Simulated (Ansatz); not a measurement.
Results of r²SCAN in Ansatz (PAW) for Tl4CdI6 (P4/mnc, No. 128).

Settings: plane-wave cutoff 560 eV, 4×4×4 k mesh, Fermi–Dirac smearing 0.01 eV, scalar-relativistic PAW data made under PBE.

Cell (measured lattice):

```cif
data_Cd2I12Tl8
_chemical_formula_sum 'Tl8 Cd2 I12'
_space_group_name_H-M_alt 'P 1'
_space_group_IT_number 1
_cell_length_a 9.22880
_cell_length_b 9.22880
_cell_length_c 9.60540
_cell_angle_alpha 90.000
_cell_angle_beta 90.000
_cell_angle_gamma 90.000
loop_
_space_group_symop_operation_xyz
  'x, y, z'
loop_
_atom_site_label
_atom_site_type_symbol
_atom_site_fract_x
_atom_site_fract_y
_atom_site_fract_z
_atom_site_occupancy
Tl1 Tl 0.64660 0.14660 0.25000 1
Tl2 Tl 0.35340 0.85340 0.75000 1
Tl3 Tl 0.85340 0.64660 0.25000 1
Tl4 Tl 0.14660 0.35340 0.75000 1
Tl5 Tl 0.35340 0.85340 0.25000 1
Tl6 Tl 0.64660 0.14660 0.75000 1
Tl7 Tl 0.14660 0.35340 0.25000 1
Tl8 Tl 0.85340 0.64660 0.75000 1
Cd1 Cd 0.50000 0.50000 0.50000 1
Cd2 Cd 0.00000 0.00000 0.00000 1
I1 I 0.50000 0.50000 0.21100 1
I2 I 0.50000 0.50000 0.78900 1
I3 I 0.00000 0.00000 0.28900 1
I4 I 0.00000 0.00000 0.71100 1
I5 I 0.35890 0.18430 0.50000 1
I6 I 0.64110 0.81570 0.50000 1
I7 I 0.81570 0.35890 0.50000 1
I8 I 0.18430 0.64110 0.50000 1
I9 I 0.85890 0.31570 0.00000 1
I10 I 0.14110 0.68430 0.00000 1
I11 I 0.31570 0.14110 0.00000 1
I12 I 0.68430 0.85890 0.00000 1
```

Question: Predict the band gap.

Answer: 
- band gap: 2.45 eV

Measured, for comparison: band gap 2.83 eV (temperature not stated, not corrected to a static lattice, detector crystals; as tabulated in Piasecki et al. (2022), doi:10.1039/d1ma01259b).

Note: cell and atoms aren't relaxed at this level (largest force component 0.17 eV/Å, pressure 0.7 GPa).

Spin–orbit coupling is not included; with these elements it can move the gap by several tenths of an eV or more.

Ansatz is a quantum-chemistry and plane-wave program.
